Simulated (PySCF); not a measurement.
**From computed data to an observable: chemical shift, span and skew from a shielding tensor**

methanol (CH4O), SMILES CO. Atoms are numbered in the order given.

```xyz
6

C     -0.0202     0.6654     0.0000
O      0.1222    -0.7482     0.0000
H     -0.5443     1.0284     0.8912
H      0.9857     1.0830     0.0000
H     -0.5443     1.0284    -0.8912
H     -0.7535    -1.1467     0.0000
```

Geometry: B3LYP-D3(BJ)/def2-TZVP.

GIAO shieldings from PBE/pcSseg-2 in PySCF, non-relativistic, no solvent. The symmetric part of the tensor of C1 has the principal values 90.7, 99.7, 180.6 ppm. The same nucleus in TMS has σ = 181.4 ppm at this level (PySCF, at its B3LYP-D3(BJ)/def2-TZVP geometry).

Task: Work out the isotropic shielding, the ¹³C shift against TMS, the span and the skew.

Result: 
σ(iso) = (σ11 + σ22 + σ33)/3 = 123.7 ppm. δ = σ(ref) − σ(iso) = 181.4 − (123.7) = 57.7 ppm.
Span Ω = σ33 − σ11 = 89.9 ppm. Skew κ = 3(σ(iso) − σ22)/Ω = 0.80. Tumbling in solution averages the tensor to δ; in a static solid the shielding alone would spread this spin-1/2 line over Ω.
